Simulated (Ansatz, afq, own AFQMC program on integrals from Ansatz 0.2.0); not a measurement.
**CH₄, singlet: AFQMC among the cluster methods**

```yaml
atoms:
  - { symbol: C, position_ang: [0.0000, 0.0000, 0.0000] }
  - { symbol: H, position_ang: [0.9339, 0.9368, 0.9357] }
  - { symbol: H, position_ang: [-0.9392, -0.9319, 0.9352] }
  - { symbol: H, position_ang: [-0.9317, 0.9341, -0.9405] }
  - { symbol: H, position_ang: [0.9370, -0.9390, -0.9304] }
```

Basis 6-31G. Noble-gas cores (and the filled d shells of Ga–Kr and In–Xe) are frozen. Ansatz 0.2.0 and our own AFQMC program on the same integrals; the CISD trial comes from CCSD amplitudes, and released means the phaseless constraint is let go. Error bars are statistical, one sigma.

Determinant: RHF, the one that the program's search chose, which needn't be the lowest solution. The geometry is a point of a scan.

Full CI on the same integrals is exact in this basis and with this determinant's frozen core.

Cautions: restricted determinant unstable towards unrestricted (UHF 35 meV lower, ⟨S²⟩ 0.35); the released energies are still falling, so no released level is given (meV from the phaseless value at times in 1/Eh: 4 ± 7 at 0.24, -4 ± 6 at 0.51, -9 ± 4 at 0.99, -13 ± 5 at 1.62, -19 ± 4 at 2.40), though the last usable value meets full CI within the noise.

* T1 diagnostic: 0.0179
* weight of the determinant in the CISD state: 0.841
* size of the correlated space: 8 electrons in 16 orbitals

```tsv
level	correlation energy (eV)
MP2	-3.9012
CCSD	-5.0030
CCSD(T)	-5.2032
```

(1) Estimate where full CI lies against CCSD(T) on the same integrals.

(1) 1.12 mEh below CCSD(T).

Reference: full CI, correlation energy -5.234 eV.

```json
{"level": "CCSD(T)", "E − E(reference) (mEh)": "1.12", "share of correlation (%)": "99.42"}
{"level": "CCSDT", "E − E(reference) (mEh)": "0.13", "share of correlation (%)": "99.93"}
{"level": "CCSDT(Q)", "E − E(reference) (mEh)": "0.06", "share of correlation (%)": "99.97"}
{"level": "CCSDTQ", "E − E(reference) (mEh)": "0.04", "share of correlation (%)": "99.98"}
{"level": "ph-AFQMC/CISD", "E − E(reference) (mEh)": "0.92 ± 0.33", "share of correlation (%)": "99.52"}
```

CCSDT and higher add their correlation energy to the determinant of the CCSD(T) run, since their own runs factorise the integrals more tightly (a shift of under 2 meV). A walk keeps the symmetry of its determinant, which the program's search chose and which needn't be the lowest solution, so a lower state of the same spin and another symmetry isn't excluded.
